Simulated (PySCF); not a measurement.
Level of theory: PBE0-D3(BJ)/def2-TZVP in PySCF 2.14.0. Isolated molecules, 0 K electronic values unless said otherwise. 

Reference species (SMILES): `[SiH2]` (excited triplet) (neutral, multiplicity 3).

| Property | Result |
|---|---|
| dipole moment | 0.04 D |

Changed species: `[C-]#[N+][SiH]` (excited triplet) (X = isocyano, multiplicity 3; the reference has X = H, multiplicity 3).

Question: What does the change do to the dipole moment?

Answer: the dipole moment increases by 3.02 D, to 3.06 D.
